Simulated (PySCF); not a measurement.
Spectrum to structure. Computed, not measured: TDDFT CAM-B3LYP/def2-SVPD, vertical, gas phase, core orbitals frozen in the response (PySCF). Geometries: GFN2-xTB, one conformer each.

| state | E (eV) | f |
| --- | --- | --- |
| S1 | 7.18 | 0.216 |
| S2 | 7.37 | 0.025 |
| S3 | 7.54 | 0.0007 |
| S4 | 7.88 | 0.0003 |
| S5 | 7.90 | 0.0046 |
| S6 | 8.00 | 0.016 |
| S7 | 8.36 | 0.047 |
| S8 | 8.93 | 0.0083 |

Orbital energies (eV): HOMO-3 -11.15, HOMO-2 -10.69, HOMO-1 -10.43, HOMO -8.87, LUMO 1.21, LUMO+1 1.55, LUMO+2 1.95.

Question: Which candidate is it? All have the formula C5H7F.
A. `C1[C@H]2[C@@H]([C@H]21)CF`
B. `FC[C@H]1C=CC1`
C. `C=C/C=C\CF`

Answer: B. Its S1 lies at 7.18 eV; the nearest of the others has S1 at 7.45 eV. S1 is HOMO→LUMO (96%). Löwdin shares by element: HOMO carbon 83% or more (atoms not listed hold the other 17%); LUMO carbon 64% or more, hydrogen 14% or more (atoms not listed hold the other 22%). At the same level the other candidates give, for their lowest levels:
- `C=C/C=C\CF`: 5.69 eV (f 0.650); 6.74 eV (f 0.003); 6.97 eV (f 0.016); 7.20 eV (f 0.000); 7.39 eV (f 0.026); T1 3.12 eV; HOMO -8.12, LUMO -0.05 eV
- `FC[C@@H]1[C@H]2C[C@@H]12`: 7.45 eV (f 0.007); 7.73 eV (f 0.025); 7.76 eV (f 0.075); 7.92 eV (f 0.012); 8.40 eV (f 0.054); T1 6.88 eV; HOMO -8.86, LUMO 1.56 eV

The values belong to the conformer `[F:1][CH2:2][C@H:3]1[CH:4]=[CH:5][CH2:6]1`: F1–C2–C3–C4 -172°.
Triplets come from the Tamm–Dancoff approximation.

Without π bonds the low states are Rydberg-like; a valence basis with one diffuse set may place them up to an eV too high.
